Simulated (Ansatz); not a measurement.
**One shape, several levels: doublet [C3H4F2]+**

Aim: a comparison of 5 runs (UHF/3-21G, UB3LYP/6-31G*, UPBE0/def2-SVP, USVWN5/def2-SVP, RPA@PBE/def2-SVP) of doublet [C3H4F2]+. 

The calculation is run with Ansatz 0.2.0.

50 further runs of the same task are left out: 50 set aside as unsound or not needed. Runs told in other sessions of the task aren't counted.

## (1) Starting point

[C3H4F2]+: 9 atoms, total charge +1, spin state doublet. As SMILES of the parent species, `FC1CC1F`. Geometry: relaxed at PBE0-D4/def2-TZVP. That shape belongs to the parent species and isn't relaxed for this state.

Bond lengths: F1–C2 1.356 Å, C2–C3 1.495 Å, C2–C4 1.489 Å, C3–C4 1.495 Å, C4–F5 1.356 Å, C2–H6 1.084 Å, C3–H7 1.083 Å, C3–H8 1.084 Å, C4–H9 1.084 Å. Some angles: F1–C2–C3 117.2°, F1–C2–C4 117.5°, C3–C2–C4 60.1°, C2–C3–C4 59.7°, C2–C4–C3 60.1°, C2–C4–F5 117.4°, C3–C4–F5 117.2°, F1–C2–H6 112.2°, C3–C2–H6 120.8°, C4–C2–H6 119.9°.

## (2) A single-point energy at UHF/3-21G (run 1)

Input file job.yaml:

```yaml
crystal:
  periodic: [false, false, false]
  atoms:
    - symbol: F
      position_ang: [-0.169600, 1.608000, -1.012600]
    - symbol: C
      position_ang: [0.216800, 0.825500, 0.025400]
    - symbol: C
      position_ang: [0.580500, -0.591100, -0.284000]
    - symbol: C
      position_ang: [-0.696000, -0.279700, 0.428900]
    - symbol: F
      position_ang: [-1.848900, -0.425100, -0.270300]
    - symbol: H
      position_ang: [0.755400, 1.385300, 0.781900]
    - symbol: H
      position_ang: [1.394400, -1.070200, 0.245000]
    - symbol: H
      position_ang: [0.461700, -0.872500, -1.323800]
    - symbol: H
      position_ang: [-0.820200, -0.522400, 1.478400]
basis:
  gaussian: {orbitals: 3-21G.json}
total_charge: 1
magnetization: {spin_polarized: true, initial_magnetization: 1}
hamiltonian: {xc: hf}
accuracy: high
output: {orbitals: {seedname: orbitals}}
```

The basis set 3-21G is read from a file made from the Basis Set Exchange's data (not shown).

Command:

```console
$ ansatz run job.yaml --threads 1 --pin off --max-ram 2610MiB --events-out events.jsonl --progress --plain --runs-dir runs
```

The log of the run:

```text
Warning: RAYON_NUM_THREADS=1 ignored (pool sized by the plan → 1); use --threads N
Functional definition: HF
  name "HF"
  exchange = exact_x
  correlation = 0
1229 factors; integrals over basis functions are off by at most 3.5e-9 eV
mean field evaluation 1: about -8503.3068 eV, gradient 3.0e1 eV
mean field evaluation 2: about -8503.2929 eV, gradient 3.0e1 eV
mean field evaluation 4: about -8507.0420 eV, gradient 2.4e0 eV
mean field evaluation 8: about -8507.1200 eV, gradient 2.7e-1 eV
mean field evaluation 16: about -8507.1222 eV, gradient 2.8e-8 eV
mean field evaluation 32: about -8506.7259 eV, gradient 6.8e-1 eV
mean field evaluation 64: about -8506.6288 eV, gradient 1.8e0 eV
mean field -8507.12221495 eV, -312.6309750647 hartree, gradient 2.8e-8 eV, S^2 0.766644; 2 other end points of the search recorded, 0 dependent functions left out
reference -8507.12221495 eV, -312.6309750647 hartree; 20, 19 occupied and 33, 34 virtual orbitals, 1229 factors
Total energy: -8507.12221495 eV, -312.6309750647 hartree
```

Wall time 1.9 s (1 thread of Arm Neoverse V2, shared host); peak memory 0.14 GiB.

## (3) The energy at UB3LYP/6-31G(d) (Cartesian functions) (run 2)

Input file in.yaml:

```yaml
crystal:
  periodic: [false, false, false]
  atoms:
    - {symbol: F, position_ang: [-0.169600, 1.608000, -1.012600]}
    - {symbol: C, position_ang: [0.216800, 0.825500, 0.025400]}
    - {symbol: C, position_ang: [0.580500, -0.591100, -0.284000]}
    - {symbol: C, position_ang: [-0.696000, -0.279700, 0.428900]}
    - {symbol: F, position_ang: [-1.848900, -0.425100, -0.270300]}
    - {symbol: H, position_ang: [0.755400, 1.385300, 0.781900]}
    - {symbol: H, position_ang: [1.394400, -1.070200, 0.245000]}
    - {symbol: H, position_ang: [0.461700, -0.872500, -1.323800]}
    - {symbol: H, position_ang: [-0.820200, -0.522400, 1.478400]}
basis:
  gaussian: {orbitals: "6-31G*"}
total_charge: 1
magnetization: {spin_polarized: true, initial_magnetization: 1}
output: {orbitals: {seedname: orbitals}}
accuracy: high
hamiltonian: {xc: {name: B3LYP}}
```

Command:

```console
$ ansatz run in.yaml --threads 1 --pin off --max-ram 2610MiB --events-out events.jsonl --progress --plain --runs-dir runs
```

The log of the run:

```text
Warning: RAYON_NUM_THREADS=1 ignored (pool sized by the plan → 1); use --threads N
Functional definition: B3LYP
  name "B3LYP"
  parameter a0 = 0.2
  parameter ax = 0.72
  parameter ac = 0.81
  exchange = (1 - a0 - ax)*slater_x + ax*b88_x + a0*exact_x
  correlation = (1 - ac)*vwn_rpa_c + ac*lyp_c
1913 factors; integrals over basis functions are off by at most 3.3e-9 eV
mean field evaluation 1: about -8591.8482 eV, gradient 4.0e1 eV
mean field evaluation 2: about -8589.7677 eV, gradient 5.0e1 eV
mean field evaluation 4: about -8597.6179 eV, gradient 1.6e0 eV
mean field evaluation 8: about -8597.7453 eV, gradient 2.2e-1 eV
mean field evaluation 16: about -8597.7456 eV, gradient 2.9e-4 eV
mean field evaluation 32: about -8597.7456 eV, gradient 2.2e-7 eV
mean field -8597.74561136 eV, -315.9613234562 hartree, gradient 7.8e-8 eV, S^2 0.753087; 2 other end points of the search recorded, 0 dependent functions left out
reference -8597.74563936 eV, -315.9613244852 hartree; 20, 19 occupied and 63, 64 virtual orbitals, 1913 factors
Total energy: -8597.74563936 eV, -315.9613244852 hartree
```

It took 18 s on 1 thread of Arm Neoverse V2, shared host; peak memory 0.38 GiB.

## (4) A single-point energy at UPBE0/def2-SVP (run 3)

in.yaml: that of step 3 with these lines changed.

```diff
@@ -13,7 +13,7 @@
 basis:
-  gaussian: {orbitals: "6-31G*"}
+  gaussian: {orbitals: def2-SVP}
 total_charge: 1
 magnetization: {spin_polarized: true, initial_magnetization: 1}
+hamiltonian: {xc: {name: PBE0}}
+accuracy: high
 output: {orbitals: {seedname: orbitals}}
-accuracy: high
-hamiltonian: {xc: {name: B3LYP}}
```

Command:

```console
$ ansatz run in.yaml --threads 1 --pin off --max-ram 2610MiB --events-out events.jsonl --progress --plain --runs-dir runs
```

The log of the run:

```text
Warning: RAYON_NUM_THREADS=1 ignored (pool sized by the plan → 1); use --threads N
Functional definition: PBE0
  name "PBE0"
  parameter a = 0.25
  parameter kappa = 0.804
  parameter beta = 0.06672455060314922
  exchange = (1 - a)*pbe_x(kappa = kappa, mu = beta*pi^2/3) + a*exact_x
  correlation = pbe_c(beta = beta)
2130 factors; integrals over basis functions are off by at most 3.5e-9 eV
mean field evaluation 1: about -8577.0320 eV, gradient 3.6e1 eV
mean field evaluation 2: about -8576.8987 eV, gradient 3.9e1 eV
mean field evaluation 4: about -8582.1126 eV, gradient 1.3e0 eV
mean field evaluation 8: about -8582.3773 eV, gradient 2.4e-1 eV
mean field evaluation 16: about -8582.3777 eV, gradient 3.6e-4 eV
mean field evaluation 32: about -8582.3777 eV, gradient 1.1e-6 eV
mean field -8582.37772596 eV, -315.3965640846 hartree, gradient 2.9e-8 eV, S^2 0.753952; 2 other end points of the search recorded, 0 dependent functions left out
reference -8582.37772789 eV, -315.3965641554 hartree; 20, 19 occupied and 70, 71 virtual orbitals, 2130 factors
Total energy: -8582.37772789 eV, -315.3965641554 hartree
```

It took 18 s on 1 thread of Arm Neoverse V2, shared host; peak memory 0.42 GiB.

Run 4 isn't shown in full; the table further down has it.

## (5) A single-point energy at RPA@PBE/def2-SVP (run 5)

in.yaml: that of step 4 with these lines changed.

```diff
@@ -13,7 +13,13 @@
 basis:
-  gaussian: {orbitals: def2-SVP}
+  gaussian:
+    orbitals: def2-SVP
+magnetization:
+  spin_polarized: true
+  initial_magnetization: 1
 total_charge: 1
-magnetization: {spin_polarized: true, initial_magnetization: 1}
-hamiltonian: {xc: {name: PBE0}}
+hamiltonian:
+  xc: pbe
+correlation:
+  method: rpa
+  frozen_orbitals: {C: 1, F: 1, H: 0}
 accuracy: high
-output: {orbitals: {seedname: orbitals}}
```

Command:

```console
$ ansatz run in.yaml --threads 1 --pin off --max-ram 2610MiB --events-out events.jsonl --progress --plain --runs-dir runs
```

The log of the run (excerpt; [...] marks lines left out):

```text
Warning: RAYON_NUM_THREADS=1 ignored (pool sized by the plan → 1); use --threads N
Functional definition: PBE
  name "PBE"
[...]
2130 factors; integrals over basis functions are off by at most 3.5e-9 eV
[...]
mean field -8582.40056166 eV, -315.3974032810 hartree, gradient 8.9e-8 eV, S^2 0.751303; 4 other end points of the search recorded, 0 dependent functions left out
5 core orbitals not correlated: weight in the atoms' cores, before any rotation towards them, 1.000 or more for the frozen orbitals, at most 0.000 for the correlated occupied ones
reference -8545.93878968 eV, -314.0574578755 hartree; 15, 14 occupied and 70, 71 virtual orbitals, 2130 factors
Total energy: -8578.58111506 eV, -315.2570412074 hartree
```

It took 27 s on 1 thread of Arm Neoverse V2, shared host; peak memory 0.52 GiB.

## (6) All runs side by side

```
run                                level  Cartesian functions  frozen core orbitals  energy (Eh)  HOMO energy (eV)  LUMO energy (eV)   ⟨S²⟩  wall time
  1                            UHF/3-21G                   no                     –  -312.630975            -19.57             -9.47  0.767      1.9 s
  2  UB3LYP/6-31G* (Cartesian functions)                  yes                     –  -315.961324            -15.31            -13.16  0.753       18 s
  3                       UPBE0/def2-SVP                   no                     –  -315.396564            -15.82            -13.20  0.754       18 s
  4                      USVWN5/def2-SVP                   no                     –  -313.392601            -14.32            -14.17  0.751      6.3 s
  5                     RPA@PBE/def2-SVP                   no                     5  -315.257041                 –                 –  0.751       27 s
```

## (7) Results

| quantity | value |
| --- | --- |
| run 5: total energy | -315.25704 Eh |
| run 5: RPA correlation energy (valence) | -1199.6 mEh |
| run 5: ⟨S²⟩ of the reference determinant | 0.751 |

Totals of different functionals can't be ranked against each other. All runs together took 72 s, the longest 27 s.
